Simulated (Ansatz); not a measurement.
Geometry optimisation, RKS r2SCAN-D4/def2-SVP (Ansatz).

input.yaml

```yaml
crystal:
  periodic: [false, false, false]
  atoms:
    - { symbol: Si, position_ang: [-1.084493, 0.010226, 0.466622] }
    - { symbol: S, position_ang: [1.390628, -2.075649, -0.772175] }
    - { symbol: H, position_ang: [-1.623413, -0.737893, -0.706663] }
    - { symbol: H, position_ang: [-2.241375, 0.638054, 1.18394] }
    - { symbol: Si, position_ang: [0.411327, 1.701227, -0.177865] }
    - { symbol: H, position_ang: [0.977651, -1.879934, 0.505021] }
    - { symbol: H, position_ang: [-0.44931, -0.922958, 1.377033] }
    - { symbol: H, position_ang: [0.453044, -3.028138, -0.962674] }
    - { symbol: H, position_ang: [-0.203941, 2.515184, -1.271276] }
    - { symbol: H, position_ang: [0.63797, 2.59717, 0.999616] }
    - { symbol: H, position_ang: [1.731913, 1.182611, -0.641678] }
basis:
  gaussian: { orbitals: def2-SVP }
hamiltonian:
  xc: r2scan
  dispersion: d4
relax:
  f_tol: 0.03
  max_steps: 50
```

Launched with:

```bash
$ ansatz run input.yaml --threads 2 --pin off --max-ram 3072MiB --backend cpu --events-out ev --progress --plain --runs-dir out
```

Question: Where does it end, and by what steps?

Answer: The forces met the threshold. The force dipped under the threshold on the way, but the program's further checks kept it going. After 16 steps the energy has fallen by 0.111 eV; H6 moved furthest, 0.89 Å.

```json
{"step": "0", "energy less start (eV)": "0.0000", "largest force component (eV/Å)": "0.665", "accepted": "yes"}
{"step": "1", "energy less start (eV)": "-0.0762", "largest force component (eV/Å)": "0.211", "accepted": "yes"}
{"step": "2", "energy less start (eV)": "-0.0913", "largest force component (eV/Å)": "0.114", "accepted": "yes"}
{"step": "3", "energy less start (eV)": "-0.0976", "largest force component (eV/Å)": "0.151", "accepted": "yes"}
{"step": "4", "energy less start (eV)": "-0.0949", "largest force component (eV/Å)": "0.607", "accepted": "no"}
{"step": "5", "energy less start (eV)": "-0.1034", "largest force component (eV/Å)": "0.062", "accepted": "yes"}
{"step": "6", "energy less start (eV)": "-0.1062", "largest force component (eV/Å)": "0.017", "accepted": "yes"}
{"step": "7", "energy less start (eV)": "-0.1035", "largest force component (eV/Å)": "0.441", "accepted": "no"}
{"step": "8", "energy less start (eV)": "-0.1071", "largest force component (eV/Å)": "0.038", "accepted": "yes"}
{"step": "9", "energy less start (eV)": "-0.1074", "largest force component (eV/Å)": "0.177", "accepted": "yes"}
{"step": "10", "energy less start (eV)": "-0.1082", "largest force component (eV/Å)": "0.059", "accepted": "yes"}
{"step": "11", "energy less start (eV)": "-0.1090", "largest force component (eV/Å)": "0.006", "accepted": "yes"}
{"step": "12", "energy less start (eV)": "-0.1045", "largest force component (eV/Å)": "0.448", "accepted": "no"}
{"step": "13", "energy less start (eV)": "-0.1097", "largest force component (eV/Å)": "0.112", "accepted": "yes"}
{"step": "14", "energy less start (eV)": "-0.1092", "largest force component (eV/Å)": "0.133", "accepted": "no"}
{"step": "15", "energy less start (eV)": "-0.1105", "largest force component (eV/Å)": "0.015", "accepted": "yes"}
{"step": "16", "energy less start (eV)": "-0.1110", "largest force component (eV/Å)": "0.018", "accepted": "yes"}
```

```xyz
11
Properties=species:S:1:pos:R:3
Si -1.221 0.102 0.470
S 1.321 -2.152 -1.005
H -1.723 -0.660 -0.711
H -2.386 0.811 1.091
Si 0.378 1.711 -0.129
H 1.789 -2.159 0.262
H -0.683 -0.857 1.483
H 0.360 -3.052 -0.702
H -0.110 2.499 -1.302
H 0.578 2.656 1.015
H 1.697 1.101 -0.472
```

Time of the run: 32 s on 2 threads of Intel(R) Xeon(R) Platinum 8488C (Sapphire Rapids), on a shared host, peak memory 0.17 GiB.
